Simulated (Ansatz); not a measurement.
Process, species as SMILES: N (NH3) → 3 H atom + N atom
B3LYP-D3(BJ)/def2-TZVP geometries, fixed; electronic energies without zero-point terms.

Basis-set convergence of the atomisation energy at HF with Ansatz (a first-principles code). Cartesian d functions, on some or all atoms, in 6-31G**; all else is spherical. Open shells are unrestricted. No added dispersion term, no relativity. Functions are those of the species that has most. Reference: the value in aug-pcseg-3, 201.35 kcal/mol, itself unsure by roughly 0.43 kcal/mol (its mean distance from aug-cc-pVQZ, cc-pV5Z, def2-QZVPPD). Deviations are taken from unrounded values.

```csv
basis,functions,atomisation energy (kcal/mol),minus reference (kcal/mol)
3-21G,15,173.72,-27.63
pcseg-1,29,197.21,-4.14
6-31G**,30,197.66,-3.69
def2-TZVPD,64,199.06,-2.28
cc-pVTZ,72,199.32,-2.03
pcseg-2,72,200.93,-0.41
aug-cc-pVTZ,115,200.57,-0.78
def2-QZVPP,147,200.79,-0.55
aug-pcseg-3,232,201.35,0.00
```
